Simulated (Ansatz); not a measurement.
# C5H5F, SMILES C=C(F)C1=CC1: a single point from an input written key by key

Computed with Ansatz 0.2.0, Python API.

Contents of `c5h5f.yaml`:
```yaml
crystal:
  periodic: [false, false, false]
  atoms:
    - { symbol: C, position_ang: [1.7613, 0.816, 0.0465] }
    - { symbol: C, position_ang: [0.8195, 0.1925, 0.7583] }
    - { symbol: F, position_ang: [1.0499, -0.0323, 2.0696] }
    - { symbol: C, position_ang: [-0.3949, -0.2476, 0.244] }
    - { symbol: C, position_ang: [-1.5549, -0.819, 0.3474] }
    - { symbol: C, position_ang: [-1.1734, -0.3101, -0.9503] }
    - { symbol: H, position_ang: [2.6827, 1.1274, 0.5255] }
    - { symbol: H, position_ang: [1.6386, 1.0266, -1.0096] }
    - { symbol: H, position_ang: [-2.2837, -1.3121, 0.9399] }
    - { symbol: H, position_ang: [-1.6568, 0.5969, -1.2779] }
    - { symbol: H, position_ang: [-0.8882, -1.0384, -1.6933] }
basis:
  gaussian: { orbitals: def2-SVP }
hamiltonian:
  xc: r2scan
accuracy: medium
scf:
  lower_state_search: standard
```

Script `run_deck.py`:
```python
"""Run C5H5F from an input written out key by key."""

import ansatz as az

session = az.Session.from_deck("c5h5f.yaml")
r = session.plan(threads=1).execute().report

print("reference energy %16.6f eV" % r["reference_energy_ev"])
print("total energy     %16.6f eV" % r["free_energy_ev"])
print("occupied orbitals outside the frozen core (up, down):", r["n_occupied"], " frozen:", r["n_frozen"], " virtual:", r["n_virtual"])
symbols = ["C", "C", "F", "C", "C", "C", "H", "H", "H", "H", "H"]
```

```console
$ python run_deck.py
reference energy     -7969.541820 eV
total energy         -7969.541820 eV
occupied orbitals outside the frozen core (up, down): [22, 22]  frozen: 0  virtual: [87, 87]
```

Reading the output:
- The settings weren't tested for convergence.
- The geometry is a force-field or estimated start, not a minimum of this method, and the basis set is short of its limit.
- Wall time of the script: 6.7 s on 1 thread of Arm Neoverse V1 (shared host), peak memory 0.2 GiB.
